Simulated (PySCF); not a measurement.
Compound: C₄H₁₀NP.
SMILES: `C/C=C\P(C)N`

Method used: TDDFT PBE0/def2-SVPD, vertical, gas phase, core orbitals frozen in the response in PySCF. Geometry: GFN2-xTB, one conformer, isolated molecule.

Computed states:

```
state  E (eV)       f
   S1    4.33   0.016
   S2    5.53  0.0062
   S3    5.80   0.078
   S4    6.17   0.033
   S5    6.49   0.108
   S6    6.61   0.172
   S7    6.77   0.087
   S8    7.08   0.066
```

Broadening: Gaussians 0.5 eV wide at half height, area fixed by f = 4.319×10⁻⁹ ∫ε dν̃. The width is an assumption, not a result. The curve ends short of the highest state used, and states not computed would add to its high-energy end.

Q: What does the envelope look like, and where are its maxima?

A: 
E (eV), ε (L mol⁻¹ cm⁻¹) and a bar:
```
     3.58          2 
     3.67          6 
     3.75         19 
     3.83         51 
     3.91        116 
     4.00        248 
     4.08        417 #
     4.16        610 #
     4.25        788 #
     4.33        852 ##
     4.41        799 #
     4.49        650 #
     4.58        435 #
     4.66        262 
     4.74        137 
     4.82         63 
     4.91         27 
     4.99         24 
     5.07         46 
     5.16        121 
     5.24        269 
     5.32        549 #
     5.40       1023 ##
     5.49       1835 ###
     5.57       2759 #####
     5.65       3710 #######
     5.73       4456 ########
     5.82       4832 #########
     5.90       4770 #########
     5.98       4582 ########
     6.07       4689 #########
     6.15       5476 ##########
     6.23       7171 #############
     6.31       9769 ##################
     6.40      13311 #########################
     6.48      16204 ##############################
```

Maxima: 286 nm (4.33 eV), ε about 850, made up of S1 (100%); 212 nm (5.84 eV), ε about 4800, made up of S3 (85%) and S4 (11%) (ε in L mol⁻¹ cm⁻¹; maxima over ε = 5, shares over 10%). At its high-energy end, 6.48 eV, the curve is still rising (ε about 16000, from S5, S6 and S7).

Q: On this curve, what absorbance would a 10⁻³ mol/L sample give at 280 nm over a 1 cm path?

A: 280 nm is 4.428 eV, where ε is about 770 L mol⁻¹ cm⁻¹, so A = ε c l ≈ 0.77 (Beer–Lambert, with the gas-phase spectrum and the assumed width).

Q: What would ε be at 5.84 eV, the highest of these maxima, with half the width (0.25 eV)?

A: About 7780 L mol⁻¹ cm⁻¹ against 4840, a factor of about 1.6; a lone state at its own centre would give exactly 2.

Q: Coming from long wavelengths, where does ε first pass 100 L mol⁻¹ cm⁻¹?

A: At about 318 nm (3.89 eV), 0.44 eV below S1.
